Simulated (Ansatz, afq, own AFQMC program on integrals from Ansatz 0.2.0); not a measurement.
# Where AFQMC and coupled cluster stand for BNH, doublet

```xyz
3

B     0.0000    0.0000    0.0770
N     0.0000    0.0000   -2.2118
H     0.0000    0.0000    2.1348
```

Connectivity, by distances: B ··· N ··· H.

Basis 6-31G. Noble-gas cores (and the filled d shells of Ga–Kr and In–Xe) are frozen. Integrals, coupled cluster, full CI and functionals: Ansatz 0.2.0; the random walks run on the same integrals in our own AFQMC program. ph-AFQMC/CISD is guided by a CISD state made of CCSD amplitudes; releasing the constraint for a short imaginary time cuts its bias at the price of noise, slowly where states lie close. Error bars are statistical, one sigma.

Determinant: ROHF, the one that the program's search chose, which needn't be the lowest solution. The geometry is a point of a scan.

Full CI is exact in this basis; its frozen core comes from its own orbitals, which moves totals by up to a few meV.

Cautions: a spin-contaminated unrestricted determinant lies lower (UHF 3.15 eV lower, ⟨S²⟩ 2.77); strong correlation (T1 0.180, weight of the determinant 0.41, largest double 0.29); (T) is large, 10 % of the CCSD correlation; (Q) is large, 542 meV, so the cluster series hasn't closed; CCSD(T) is in doubt: in a space of 9 electrons in 8 natural orbitals full CI lies 419 meV below it; CCSDT(Q) is in doubt: in a space of 9 electrons in 8 natural orbitals full CI lies 281 meV above it; the released energies are still falling, so no released level is given (meV from the phaseless value at times in 1/Eh: -39 ± 22 at 0.24, -65 ± 12 at 0.51, -116 ± 16 at 0.99, -126 ± 14 at 1.62, -363 ± 153 at 2.40); CCSDTQ on the UHF determinant differs (433 meV lower), perhaps since the unrestricted series falls towards higher spin; full CI with its own frozen core; a state of higher spin lies lower (by 417 meV).

```
T1 diagnostic                               : 0.1798
weight of the determinant in the CISD state : 0.413
size of the correlated space                : 9 electrons in 18 orbitals
```

Reference: full CI, correlation energy -5.983 eV. CCSDTQ lies 0.4 meV below full CI, in part by the other frozen core, which shifts every row alike, so rows that close can't be ranked against it. The cautions show a poor starting determinant, so the rows tell how each method copes with it here, and full CI is the sure value.

```
        level  E − E(reference) (mEh)  share of correlation (%)
           HF                  219.85                      0.00
          MP2                  110.12                     49.91
         CCSD                   32.18                     85.36
      CCSD(T)                   12.53                     94.30
        CCSDT                    3.30                     98.50
     CCSDT(Q)                  -16.61                    107.55
       CCSDTQ                   -0.01                    100.01
ph-AFQMC/CISD            18.39 ± 0.35                     91.63
```

CCSDT and higher add their correlation energy to the determinant of the CCSD(T) run, since their own runs factorise the integrals more tightly (a shift of under 2 meV).
